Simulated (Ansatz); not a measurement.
`FC1=CNCN1`, relaxed with RKS PBE-D4/def2-SVP in Ansatz 0.2.0 from a rough embedded geometry. The force threshold is 0.03 eV/Å; the program also tests the step.

Charge 0, multiplicity 1.

Start:

```xyz
11

F     2.077    0.108    1.520
C     0.942   -0.052    0.823
C     0.852   -0.873   -0.188
N    -0.431   -0.835   -0.807
C    -1.088    0.362   -0.168
N    -0.240    0.689    0.950
H     1.590   -1.584   -0.613
H    -0.391   -0.785   -1.816
H    -1.179    1.216   -0.919
H    -2.097    0.076    0.130
H    -0.035    1.677    1.088
```

```tsv
step	energy (eV)	largest force (eV/Å)	largest move (Å)
1	-8871.0071	2.819	0.000
2	-8871.2880	0.873	0.098
3	-8871.3549	0.274	0.079
4	-8871.3598	0.144	0.035
5	-8871.3610	0.033	0.013
6	-8871.3634	0.094	0.050
7 (rejected)	-8871.3582	0.519	0.195
8	-8871.3670	0.286	0.073
9	-8871.3712	0.213	0.099
10	-8871.3730	0.024	0.016
```

End:

```xyz
11

F     2.021    0.230    1.547
C     1.007    0.018    0.707
C     0.909   -0.859   -0.317
N    -0.455   -0.874   -0.749
C    -1.046    0.361   -0.197
N    -0.235    0.612    1.006
H     1.631   -1.616   -0.638
H    -0.565   -0.924   -1.767
H    -0.966    1.223   -0.922
H    -2.121    0.226    0.056
H    -0.180    1.601    1.274
```

It took 12 s on 4 threads of an Arm Neoverse V2 on a shared host, with 0.15 GiB of host memory at the peak.
